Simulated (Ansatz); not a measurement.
**Pulling the pair apart**

The pair of HCl (SMILES Cl, atoms 1–2) and CH5N (SMILES CN, atoms 3–9), both closed shells, in one local arrangement (a lower one may exist), relaxed at PBE0-D4/def2-TZVP:

```xyz
9
angstrom
Cl 0.1211 -0.2854 -2.7393
H -0.1161 0.1902 -1.4348
C 0.2527 -0.4606 0.8221
N -0.3149 0.5950 -0.0122
H 0.1598 -0.2648 1.8940
H 1.3074 -0.5776 0.5723
H -0.2468 -1.4009 0.5880
H 0.1417 1.4851 0.1474
H -1.3050 0.7192 0.1627
```

CH5N is shifted rigidly along the line between the mean atom positions of the two fragments (negative: closer). Counterpoise interaction energies in kcal/mol. Computed with Ansatz 0.2.0 (basis: def2-TZVPPD); correlated methods freeze the cores.

| shift (Å) | r2SCAN-D4 | MP2 | wB97M-V |
| --- | --- | --- | --- |
| -0.15 | -17.32 | -14.17 | -13.37 |
| -0.07 | -18.19 | -15.15 | -14.40 |
| 0.00 | -18.38 | -15.49 | -14.81 |
| 0.07 | -18.11 | -15.39 | -14.80 |
| 0.18 | -17.22 | -14.77 | -14.32 |
| 0.37 | -14.80 | -12.89 | -12.67 |
| 0.75 | -9.95 | -8.95 | -8.93 |
| 1.49 | -4.07 | -3.94 | -3.88 |

(1) What does CCSD(T) give at these shifts? (An estimate is asked for; the value comes from the calculation.)

T1 diagnostic: at most 0.009.

Results:

(1) Computed: -11.56, -12.73, -13.28, -13.38, -13.05, -11.64, -8.30, -3.73 kcal/mol. For zero shift, CCSD(T) at an estimated basis limit (MP2 extrapolated from triple and quadruple zeta, plus CCSD(T) − MP2 in triple zeta) gives -14.69 kcal/mol. These are counterpoise interaction energies, counted from the two frozen fragments.

For scale, one of the runs: CCSD(T)/def2-TZVPPD, 227 basis functions, launched by `ansatz run in.yaml --threads 4 --pin off --events-out ev --progress --plain --max-ram 9574MiB`. The run took 62 s on 4 CPU threads of an Arm Neoverse V1 (shared host), with 3.8 GiB of host memory at its peak.
